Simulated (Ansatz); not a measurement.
A nudged elastic band was laid between two geometries of BFH2 + ClH (6 atoms, charge 0, multiplicity 1).

These are results of RKS r2SCAN/6-31G* (Ansatz 0.2.0), not measurements.

```yaml
movable_images: 7
climbing_image: yes
spring: 5.0 eV/Å²
optimiser: quadratic models (default)
start_path: through a guess of the saddle point
force_threshold: 0.05 eV/Å
iteration_limit: 60
end_points: relaxed
```

Initial state:

```xyz
6
Properties=species:S:1:pos:R:3
B -0.008 0.312 -0.063
F -0.011 0.558 1.248
H 1.053 0.269 -0.617
H -1.069 0.202 -0.609
Cl 0.093 -2.615 0.912
H 0.078 -1.840 1.940
```

Final state:

```xyz
6
Properties=species:S:1:pos:R:3
B 0.016 -0.408 -0.174
F 0.009 0.110 1.720
H 1.049 0.105 -0.465
H -1.052 0.037 -0.453
Cl 0.075 -2.194 0.102
H 0.040 -0.765 2.082
```

Task: What changes between the two ends?

Result: Bonds broken: B1–F2, Cl5–H6. Bonds formed: B1–Cl5, F2–H6. BFH2 + ClH becomes BClH2 + FH.

Task: What energy profile does the band end with?

Result: The run converged. The highest image is number 5 of 0 to 8, 0.82 eV above the first end and 0.34 eV above the last; the last end lies 0.48 eV above the first. A vibrational analysis at the climbing image gives one clearly imaginary mode, 819i cm⁻¹: a first-order saddle point. The orbitals stay closed-shell, which can raise the energy where a bond breaks towards radicals; this wasn't checked here.

```
image  path coordinate (Å)  energy (eV)  B1–F2 (Å)  Cl5–H6 (Å)  B1–Cl5 (Å)
    0                 0.00         0.00       1.33        1.29        3.09
    1                 0.28         0.01       1.34        1.29        2.92
    2                 0.55         0.07       1.35        1.29        2.72
    3                 0.83         0.24       1.37        1.30        2.47
    4                 1.11         0.58       1.43        1.37        2.22
    5                 1.38         0.82       1.54        1.54        2.04
    6                 1.65         0.66       1.68        1.81        1.92
    7                 1.92         0.52       1.82        2.12        1.85
    8                 2.19         0.48       1.96        2.44        1.81
```

Task: What is the geometry of the highest image?

Result: 
```xyz
6
Properties=species:S:1:pos:R:3
B 0.011 -0.179 0.031
F 0.005 0.143 1.539
H 1.056 0.102 -0.461
H -1.054 0.033 -0.454
Cl 0.076 -2.157 0.539
H 0.043 -1.057 1.618
```

Task: What are the harmonic wavenumbers there?

Result: 819i, 469, 537, 647, 785, 870, 935, 1171, 1247, 1539, 2656, 2781 cm⁻¹.

The band took 9 iterations and of the order of 2 core-minutes.

The run took 2 min on 1 thread of Arm Neoverse V2, with other jobs on the host, peak memory 0.1 GiB.
